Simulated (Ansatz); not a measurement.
A nudged elastic band was laid between two geometries of CH6AlN (9 atoms, charge 0, multiplicity 1).

All numbers below come from Ansatz, UKS PBE-D4/def2-SVP.

```json
{"movable images": "5", "climbing image": "yes", "spring": "5.0 eV/Å²", "optimiser": "quadratic models (default)", "start path": "through a guess of the saddle point", "force threshold": "0.05 eV/Å", "iteration limit": "60", "end points": "relaxed"}
```

Image 0:

```xyz
9
Properties=species:S:1:pos:R:3
Al -0.620 0.351 0.105
N -0.036 0.199 1.789
C 0.438 -0.377 -1.384
H 1.415 -0.797 -1.066
H -2.019 1.106 -0.084
H 0.835 -0.252 2.079
H -0.533 0.545 2.613
H -0.120 -1.182 -1.910
H 0.640 0.408 -2.143
```

Image 6:

```xyz
9
Properties=species:S:1:pos:R:3
Al -0.837 0.379 -0.293
N 0.400 0.034 1.334
C 0.002 -0.314 -1.749
H 1.218 -0.484 0.976
H -2.090 1.138 0.347
H 0.754 0.890 1.787
H -0.025 -0.540 2.078
H -0.410 -0.286 -2.773
H 0.988 -0.816 -1.708
```

(1) Which bonds break or form, and what moves?

(2) What energy profile does the band end with?

(3) What is the geometry of the highest image?

The band took 12 iterations and of the order of 5 core-minutes.

Results:

(1) Bonds broken: C3–H4. Bonds formed: N2–H4.

(2) The forces met the threshold. The highest image is number 4 of 0 to 6, 264.7 kJ/mol above the first end and 51.0 kJ/mol above the last; the last end lies 213.8 kJ/mol above the first. Neighbouring images differ by up to 1.8 eV, so the band resolves the path poorly. A vibrational analysis at the climbing image gives one clearly imaginary mode, 1299i cm⁻¹: a first-order saddle point. The orbitals stay closed-shell, which can raise the energy where a bond breaks towards radicals; this wasn't checked here.

```csv
image,path coordinate (Å),energy (kJ/mol),C3–H4 (Å),N2–H4 (Å)
0,0.00,0.0,1.11,3.35
1,0.93,0.8,1.11,3.33
2,1.85,22.6,1.11,2.89
3,2.78,91.4,1.13,2.33
4,3.71,264.7,1.59,1.26
5,4.62,223.5,2.40,1.04
6,5.53,213.8,2.99,1.03
```

(3) 
```xyz
9
Properties=species:S:1:pos:R:3
Al -0.857 0.670 -0.240
N 0.336 0.106 1.243
C 0.180 -0.446 -1.329
H 0.523 -0.611 0.218
H -2.297 1.228 0.174
H 1.098 0.667 1.648
H -0.053 -0.486 1.988
H -0.176 -0.973 -2.236
H 1.246 -0.155 -1.466
```

The run took 2.7 min on 2 threads of Arm Neoverse N1, on a shared host, peak memory 0.16 GiB.
